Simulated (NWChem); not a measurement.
**doublet [C5H6]+ at 4 levels**

We compute a comparison of 4 runs (UHF/STO-3G, UHF/3-21G, UB3LYP/6-31G*) of doublet [C5H6]+. 

Program for the calculation: NWChem 7.3.0.

2 further runs of the same task are left out: 2 set aside as unsound or not needed.

## Step 1: Starting point

[C5H6]+ has 11 atoms, charge +1, and is taken as a doublet. As SMILES of the parent species, `C#C/C=C/C`. Geometry: relaxed at PBE0-D4/def2-TZVP. That shape belongs to the parent species and isn't relaxed for this state.

Bond lengths: C1–C2 1.204 Å, C2–C3 1.417 Å, C3–C4 1.335 Å, C4–C5 1.485 Å, C1–H6 1.064 Å, C3–H7 1.088 Å, C4–H8 1.087 Å, C5–H9 1.091 Å, C5–H10 1.095 Å, C5–H11 1.095 Å. Some angles: C1–C2–C3 178.4°, C2–C3–C4 124.1°, C3–C4–C5 124.4°, C2–C1–H6 179.5°, C2–C3–H7 116.4°, C4–C3–H7 119.5°, C3–C4–H8 118.4°, C5–C4–H8 117.2°, C4–C5–H9 111.7°, C4–C5–H10 110.9°.

## Step 2: The energy at UHF/STO-3G (run 1)

Input file m1.xyz:

```xyz
11
C5H6
C     -1.516600     1.700600     2.003600
C     -0.739100     1.143700     1.272900
C      0.204200     0.511000     0.426200
C     -0.092900    -0.483100    -0.413900
C      0.889700    -1.151100    -1.304600
H     -2.210500     2.187700     2.646400
H      1.227200     0.877200     0.483800
H     -1.121000    -0.834000    -0.456000
H      1.889700    -0.729500    -1.189400
H      0.593600    -1.055200    -2.354300
H      0.941200    -2.224300    -1.094000
```

Input file run.py:

```python
from ase.io import read
from ase.calculators.nwchem import NWChem

mol = read('m1.xyz')

calc = NWChem(
    label='m1',
    theory='scf',
    memory='2200 mb',
    basis='STO-3G',
    basispar='spherical bse',
    charge=1,
    scf={'nopen': '1', 'uhf': None, 'thresh': '1e-08', 'maxiter': '80'},
    task='energy',
)
mol.calc = calc

print(f"energy = {mol.get_potential_energy():.6f} eV")
```

The run is started by

```console
$ export ASE_NWCHEM_COMMAND="nwchem PREFIX.nwi > PREFIX.nwo"
$ python run.py
```

What it wrote:

```text
energy = -5174.419041 eV
```

The calculator wrote m1.nwi:

```
title "m1"

permanent_dir m1

scratch_dir m1

start m1

geometry units angstrom nocenter noautosym noautoz
  C  -1.5165999999999999e+00 1.7005999999999999e+00 2.0036000000000000e+00
  C  -7.3909999999999998e-01 1.1436999999999999e+00 1.2728999999999999e+00
  C  2.0419999999999999e-01 5.1100000000000001e-01 4.2620000000000002e-01
  C  -9.2899999999999996e-02 -4.8309999999999997e-01 -4.1389999999999999e-01
  C  8.8970000000000005e-01 -1.1511000000000000e+00 -1.3046000000000000e+00
  H  -2.2105000000000001e+00 2.1877000000000000e+00 2.6463999999999999e+00
  H  1.2272000000000001e+00 8.7719999999999998e-01 4.8380000000000001e-01
  H  -1.1210000000000000e+00 -8.3399999999999996e-01 -4.5600000000000002e-01
  H  1.8896999999999999e+00 -7.2950000000000004e-01 -1.1894000000000000e+00
  H  5.9360000000000002e-01 -1.0551999999999999e+00 -2.3542999999999998e+00
  H  9.4120000000000004e-01 -2.2242999999999999e+00 -1.0940000000000001e+00
end

charge 1

memory 2200 mb

basis spherical bse noprint
   * library STO-3G
end

scf
  nopen 1
  uhf
  thresh 1e-08
  maxiter 80
end

task scf energy
```

m1.nwo:

```text
Northwest Computational Chemistry Package (NWChem) 7.3.0
             --------------------------------------------------------

           Job information
           ---------------

    nwchem branch   = 7.3.0
    use scalapack   = T
    input           = m1.nwi
    prefix          = m1.
    data base       = m1/m1.db
    status          = startup
    nproc           =        1

           Memory information
           ------------------

    heap     =     72089596 doubles =      550.0 Mbytes
    stack    =     72089601 doubles =      550.0 Mbytes
    global   =    144179200 doubles =     1100.0 Mbytes (distinct from heap & stack)
    total    =    288358397 doubles =     2200.0 Mbytes
    verify   = yes
    hardfail = no

[... 136 lines left out ...]
 Convergence threshold     :          1.000E-08
[... 15 lines left out ...]
       Final UHF  results
[... 3 lines left out ...]
      One electron energy =   -522.274412938339
[... 1 line left out ...]
 Nuclear repulsion energy =    138.745137892171
[... 40 lines left out ...]
          Final beta eigenvalues
[... 215 lines left out ...]
                     UHF Final Beta Molecular Orbital Analysis
[... 238 lines left out ...]
   Mulliken analysis of the spin density
   -------------------------------------

    Atom       Charge   Shell Charges
 -----------   ------   -------------------------------------------------------
    1 C    6     1.02   0.00  0.12  0.90
    2 C    6    -0.61  -0.00 -0.09 -0.52
    3 C    6     0.26   0.00  0.03  0.23
[... 7 lines of this table left out ...]
   11 H    1     0.02   0.02

       Multipole analysis of the density wrt the origin
       ------------------------------------------------

     L   x y z        total         alpha         beta         nuclear
     -   - - -        -----         -----         ----         -------
     0   0 0 0      1.000000    -18.000000    -17.000000     36.000000

     1   1 0 0     -0.658425      6.390013      4.682981    -11.731419
[... 8 lines of this table left out ...]
     2   0 0 2    -12.368830   -121.812024   -111.025165    220.468359

 Task  times  cpu:        3.4s     wall:        3.4s
 Total times  cpu:        3.4s     wall:        3.4s
```

It took 4.5 s on 1 thread of AMD EPYC 9R45 (Zen 5), shared host; peak memory 0.099 GiB.

## Step 3: The energy at UHF/3-21G (run 2)

Input file run.py:

```python
from ase import Atoms
from ase.calculators.nwchem import NWChem

system = Atoms('CCCCCHHHHHH', positions=[
    [-1.516600, 1.700600, 2.003600],
    [-0.739100, 1.143700, 1.272900],
    [0.204200, 0.511000, 0.426200],
    [-0.092900, -0.483100, -0.413900],
    [0.889700, -1.151100, -1.304600],
    [-2.210500, 2.187700, 2.646400],
    [1.227200, 0.877200, 0.483800],
    [-1.121000, -0.834000, -0.456000],
    [1.889700, -0.729500, -1.189400],
    [0.593600, -1.055200, -2.354300],
    [0.941200, -2.224300, -1.094000],
])

calc = NWChem(
    label='c5h6',
    theory='scf',
    memory='2200 mb',
    basis='3-21G',
    basispar='spherical bse',
    charge=1,
    scf={'nopen': '1', 'uhf': None, 'thresh': '1e-08', 'maxiter': '80'},
    task='energy',
)
system.calc = calc

e = system.get_potential_energy()
print(f"E = {e:.6f} eV")
```

The run is started by

```console
$ export ASE_NWCHEM_COMMAND="nwchem PREFIX.nwi > PREFIX.nwo"
$ python run.py
```

What it wrote:

```text
E = -5207.978097 eV
```

The calculator wrote c5h6.nwi:

```
title "c5h6"

permanent_dir c5h6

scratch_dir c5h6

start c5h6

geometry units angstrom nocenter noautosym noautoz
  C  -1.5165999999999999e+00 1.7005999999999999e+00 2.0036000000000000e+00
  C  -7.3909999999999998e-01 1.1436999999999999e+00 1.2728999999999999e+00
  C  2.0419999999999999e-01 5.1100000000000001e-01 4.2620000000000002e-01
  C  -9.2899999999999996e-02 -4.8309999999999997e-01 -4.1389999999999999e-01
  C  8.8970000000000005e-01 -1.1511000000000000e+00 -1.3046000000000000e+00
  H  -2.2105000000000001e+00 2.1877000000000000e+00 2.6463999999999999e+00
  H  1.2272000000000001e+00 8.7719999999999998e-01 4.8380000000000001e-01
  H  -1.1210000000000000e+00 -8.3399999999999996e-01 -4.5600000000000002e-01
  H  1.8896999999999999e+00 -7.2950000000000004e-01 -1.1894000000000000e+00
  H  5.9360000000000002e-01 -1.0551999999999999e+00 -2.3542999999999998e+00
  H  9.4120000000000004e-01 -2.2242999999999999e+00 -1.0940000000000001e+00
end

charge 1

memory 2200 mb

basis spherical bse noprint
   * library 3-21G
end

scf
  nopen 1
  uhf
  thresh 1e-08
  maxiter 80
end

task scf energy
```

c5h6.nwo:

```text
Northwest Computational Chemistry Package (NWChem) 7.3.0
             --------------------------------------------------------

           Job information
           ---------------

    nwchem branch   = 7.3.0
    use scalapack   = T
    input           = c5h6.nwi
    prefix          = c5h6.
    data base       = c5h6/c5h6.db
    status          = startup
    nproc           =        1

           Memory information
           ------------------

    heap     =     72089596 doubles =      550.0 Mbytes
    stack    =     72089601 doubles =      550.0 Mbytes
    global   =    144179200 doubles =     1100.0 Mbytes (distinct from heap & stack)
    total    =    288358397 doubles =     2200.0 Mbytes
    verify   = yes
    hardfail = no

[... 36 lines left out ...]
            Nuclear Dipole moment (a.u.)
[... 89 lines left out ...]
 1-e energy   =    -513.736497
[... 7 lines left out ...]
         Quadratically convergent UHF
[... 16 lines left out ...]
       Final UHF  results
[... 3 lines left out ...]
      One electron energy =   -522.982169402948
[... 1 line left out ...]
 Nuclear repulsion energy =    138.745137892171
[... 40 lines left out ...]
          Final beta eigenvalues
[... 241 lines left out ...]
                     UHF Final Beta Molecular Orbital Analysis
[... 248 lines left out ...]
   Mulliken analysis of the spin density
   -------------------------------------

    Atom       Charge   Shell Charges
 -----------   ------   -------------------------------------------------------
    1 C    6     1.00   0.00  0.02  0.38  0.18  0.42
    2 C    6    -0.69  -0.00 -0.01 -0.19 -0.12 -0.36
    3 C    6     0.35   0.00  0.00  0.13  0.08  0.13
[... 7 lines of this table left out ...]
   11 H    1     0.03   0.02  0.01

       Multipole analysis of the density wrt the origin
       ------------------------------------------------

     L   x y z        total         alpha         beta         nuclear
     -   - - -        -----         -----         ----         -------
     0   0 0 0      1.000000    -18.000000    -17.000000     36.000000

     1   1 0 0     -0.602383      6.319960      4.809075    -11.731419
[... 8 lines of this table left out ...]
     2   0 0 2    -12.783757   -121.755438   -111.496678    220.468359

 Task  times  cpu:        4.1s     wall:        4.1s
 Total times  cpu:        4.1s     wall:        4.1s
```

Run time: 5.1 s. Hardware: 1 thread of AMD EPYC 9R45 (Zen 5), shared host; peak memory 0.099 GiB.

Run 3 isn't shown in full; the table further down has it.

## Step 4: The energy at UB3LYP/6-31G(d) (Cartesian functions) (run 4)

Input file run.py:

```python
from ase import Atoms
from ase.calculators.nwchem import NWChem

system = Atoms(['C', 'C', 'C', 'C', 'C', 'H', 'H', 'H', 'H', 'H', 'H'], positions=[
    [-1.516600, 1.700600, 2.003600],
    [-0.739100, 1.143700, 1.272900],
    [0.204200, 0.511000, 0.426200],
    [-0.092900, -0.483100, -0.413900],
    [0.889700, -1.151100, -1.304600],
    [-2.210500, 2.187700, 2.646400],
    [1.227200, 0.877200, 0.483800],
    [-1.121000, -0.834000, -0.456000],
    [1.889700, -0.729500, -1.189400],
    [0.593600, -1.055200, -2.354300],
    [0.941200, -2.224300, -1.094000],
])

calc = NWChem(
    label='c5h6',
    theory='dft',
    memory='2200 mb',
    basis='6-31G*',
    charge=1,
    dft={'xc': 'b3lyp', 'mult': '2', 'grid': 'xfine', 'convergence': 'energy 1e-08', 'iterations': '100', 'mulliken': None},
    task='energy',
)
system.calc = calc

print(f"energy = {system.get_potential_energy():.6f} eV")
```

The run is started by

```console
$ export ASE_NWCHEM_COMMAND="nwchem PREFIX.nwi > PREFIX.nwo"
$ python run.py
```

What it wrote:

```text
energy = -5271.892721 eV
```

The calculator wrote c5h6.nwi:

```
title "c5h6"

permanent_dir c5h6

scratch_dir c5h6

start c5h6

geometry units angstrom nocenter noautosym noautoz
  C  -1.5165999999999999e+00 1.7005999999999999e+00 2.0036000000000000e+00
  C  -7.3909999999999998e-01 1.1436999999999999e+00 1.2728999999999999e+00
  C  2.0419999999999999e-01 5.1100000000000001e-01 4.2620000000000002e-01
  C  -9.2899999999999996e-02 -4.8309999999999997e-01 -4.1389999999999999e-01
  C  8.8970000000000005e-01 -1.1511000000000000e+00 -1.3046000000000000e+00
  H  -2.2105000000000001e+00 2.1877000000000000e+00 2.6463999999999999e+00
  H  1.2272000000000001e+00 8.7719999999999998e-01 4.8380000000000001e-01
  H  -1.1210000000000000e+00 -8.3399999999999996e-01 -4.5600000000000002e-01
  H  1.8896999999999999e+00 -7.2950000000000004e-01 -1.1894000000000000e+00
  H  5.9360000000000002e-01 -1.0551999999999999e+00 -2.3542999999999998e+00
  H  9.4120000000000004e-01 -2.2242999999999999e+00 -1.0940000000000001e+00
end

charge 1

memory 2200 mb

basis noprint
   * library 6-31G*
end

dft
  xc b3lyp
  mult 2
  grid xfine
  convergence energy 1e-08
  iterations 100
  mulliken
end

task dft energy
```

c5h6.nwo:

```text
Northwest Computational Chemistry Package (NWChem) 7.3.0
             --------------------------------------------------------

           Job information
           ---------------

    nwchem branch   = 7.3.0
    use scalapack   = T
    input           = c5h6.nwi
    prefix          = c5h6.
    data base       = c5h6/c5h6.db
    status          = startup
    nproc           =        1

           Memory information
           ------------------

    heap     =     72089596 doubles =      550.0 Mbytes
    stack    =     72089601 doubles =      550.0 Mbytes
    global   =    144179200 doubles =     1100.0 Mbytes (distinct from heap & stack)
    total    =    288358397 doubles =     2200.0 Mbytes
    verify   = yes
    hardfail = no

[... 105 lines left out ...]
  convergence criterion.
[... 17 lines left out ...]
          Convergence on gradient requested:  5.00D-04
[... 25 lines left out ...]
          Convergence aids based upon iterative change in
[... 30 lines left out ...]
 1-e energy   =    -514.970620
[... 60 lines left out ...]
         Total DFT energy =     -193.738485657350
[... 2 lines left out ...]
    Exchange-Corr. energy =      -28.971521393619
[... 620 lines left out ...]
                     DFT Final Beta Molecular Orbital Analysis
[... 705 lines left out ...]
 center of mass
 --------------
 x =  -0.39272263 y =   0.53965360 z =   0.62464081

 moments of inertia (a.u.)
 ------------------
         644.844774982704         195.156902650507         232.592795643295
         195.156902650507         552.597017984171        -312.943764775899
         232.592795643295        -312.943764775899         477.651260262951

     Multipole analysis of the density
     ---------------------------------

     L   x y z        total         alpha         beta         nuclear
     -   - - -        -----         -----         ----         -------
     0   0 0 0      1.000000    -18.000000    -17.000000     36.000000

     1   1 0 0     -0.654419      6.089487      4.987513    -11.731419
[... 8 lines of this table left out ...]
     2   0 0 2    -11.115757   -119.905311   -111.678805    220.468359

 Task  times  cpu:       55.4s     wall:       55.4s
 Total times  cpu:       55.5s     wall:       55.5s
```

Run time: 56 s. Hardware: 1 thread of AMD EPYC 9R45 (Zen 5), shared host; peak memory 0.15 GiB.

## Step 5: All runs side by side

```tsv
run	level	iteration cap	module	energy (Eh)	HOMO energy (eV)	LUMO energy (eV)	⟨S²⟩	wall time
1	UHF/STO-3G	80	scf	-190.156394	-16.15	-5.42	0.951	4.5 s
2	UHF/3-21G	80	scf	-191.389667	-16.65	-6.87	0.885	5.1 s
3	UB3LYP/6-31G* (spherical functions)	100	dft	-193.734345	–	–	0.760	50 s
4	UB3LYP/6-31G* (Cartesian functions)	100	dft	-193.738486	-13.43	-10.94	0.760	56 s
```

## Step 6: Summary of results

```
                                 quantity          value
                      run 4: total energy  -193.73849 Eh
run 4: HOMO energy (highest over α and β)      -13.43 eV
 run 4: LUMO energy (lowest over α and β)      -10.94 eV
                              run 4: ⟨S²⟩          0.760
```

In run 1 the basis is minimal, so the values are rough. Spin contamination of the reference: run 1 ⟨S²⟩ = 0.95, run 2 ⟨S²⟩ = 0.89. All runs together took 1.9 min, the longest 56 s.
